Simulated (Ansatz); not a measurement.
Geometry optimisation, RKS B3LYP-D4/def2-SVP (Ansatz 0.2.0).

The input (input.yaml):

```yaml
crystal:
  periodic: [false, false, false]
  atoms:
    - { symbol: B, position_ang: [0.0, 0.0, 0.0] }
    - { symbol: "N", position_ang: [0.0, 0.0, 1.55] }
    - { symbol: H, position_ang: [-0.877, -0.2713, 2.08] }
    - { symbol: H, position_ang: [0.877, 0.2713, 2.08] }
    - { symbol: H, position_ang: [1.0305, 0.0, -0.595] }
    - { symbol: H, position_ang: [-1.0305, 0.0, -0.595] }
basis:
  gaussian: { orbitals: def2-SVP }
hamiltonian:
  xc: b3lyp
  dispersion: d4
relax:
  f_tol: 0.02
  max_steps: 40
output:
  orbitals: {}
```

Run as:

```bash
$ ansatz run input.yaml --threads 1 --pin off --max-ram 2048MiB --backend cpu --events-out ev --progress --plain --runs-dir out
```

**Question.** Where does it end, and by what steps?

**Answer.** The forces met the threshold. After 6 steps the energy has fallen by 0.637 eV; H3 moved furthest, 0.18 Å.

```csv
step,energy less start (eV),largest force component (eV/Å),accepted
0,0.0000,4.425,yes
1,-0.5344,1.870,yes
2,-0.6111,0.870,yes
3,-0.6302,0.407,yes
4,-0.6336,0.189,yes
5,-0.6367,0.067,yes
6,-0.6368,0.007,yes
```

```xyz
6
Properties=species:S:1:pos:R:3
B 0.000 0.000 0.069
N 0.000 0.000 1.459
H -0.840 -0.109 2.016
H 0.840 0.109 2.016
H 1.046 0.136 -0.520
H -1.046 -0.136 -0.520
```

Whether the end is a true minimum wasn't checked by a vibrational analysis.

Time of the run: 6.2 s on 1 thread of Arm Neoverse V2, on a shared host, peak memory 0.082 GiB.
